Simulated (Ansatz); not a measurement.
The inner images of a band of C2H4FS (8 atoms, charge 1, multiplicity 1) are given out of order.

Level of theory: RKS PBE/def2-SVP in Ansatz 0.2.0.

First end point:

```xyz
8
Properties=species:S:1:pos:R:3
F -1.457 0.605 -0.006
C -0.116 0.813 -0.087
C 0.668 -0.431 0.020
S 0.026 -1.939 0.218
H 0.159 1.314 -1.054
H 0.235 1.514 0.717
H 1.773 -0.365 -0.034
H -1.288 -1.511 0.226
```

Last end point:

```xyz
8
Properties=species:S:1:pos:R:3
F 0.758 1.872 -0.237
C -0.111 0.850 -0.089
C 0.593 -0.451 0.026
S -0.010 -1.979 0.219
H -0.753 0.999 0.821
H -0.825 0.803 -0.956
H 1.703 -0.416 -0.023
H -1.355 -1.678 0.240
```

Q: Put them in order from the first end to the last, with their energies above the first end.
A.
```xyz
8
Properties=species:S:1:pos:R:3
F -1.340 0.676 0.706
C -0.129 0.856 0.101
C 0.647 -0.434 0.148
S 0.104 -1.919 -0.317
H -0.280 1.127 -0.977
H 0.451 1.675 0.576
H 1.675 -0.450 0.566
H -1.127 -1.532 -0.803
```
B.
```xyz
8
Properties=species:S:1:pos:R:3
F -0.950 0.906 1.509
C -0.385 0.708 0.296
C 0.422 -0.539 0.286
S 0.781 -1.561 -0.961
H -1.143 0.756 -0.522
H 0.369 1.521 0.079
H 0.893 -0.821 1.252
H 0.013 -0.970 -1.939
```
C.
```xyz
8
Properties=species:S:1:pos:R:3
F -1.423 0.657 0.354
C -0.114 0.834 0.037
C 0.661 -0.428 0.097
S 0.038 -1.947 -0.082
H -0.022 1.192 -1.029
H 0.368 1.625 0.659
H 1.757 -0.382 0.256
H -1.266 -1.551 -0.293
```
D.
```xyz
8
Properties=species:S:1:pos:R:3
F -1.076 0.740 1.313
C -0.267 0.800 0.210
C 0.530 -0.475 0.246
S 0.483 -1.753 -0.790
H -0.864 0.921 -0.720
H 0.450 1.654 0.295
H 1.194 -0.630 1.122
H -0.450 -1.258 -1.676
```
E.
```xyz
8
Properties=species:S:1:pos:R:3
F -1.208 0.641 1.012
C -0.168 0.857 0.134
C 0.616 -0.441 0.192
S 0.222 -1.865 -0.532
H -0.552 1.061 -0.890
H 0.464 1.703 0.476
H 1.492 -0.522 0.869
H -0.867 -1.434 -1.261
```

A: C (+0.15 eV), A (+0.46 eV), E (+0.58 eV), D (+0.50 eV), B (+0.37 eV).

Time of the run: 89 s on 1 thread of Arm Neoverse V1, on a shared host, peak memory 0.25 GiB.
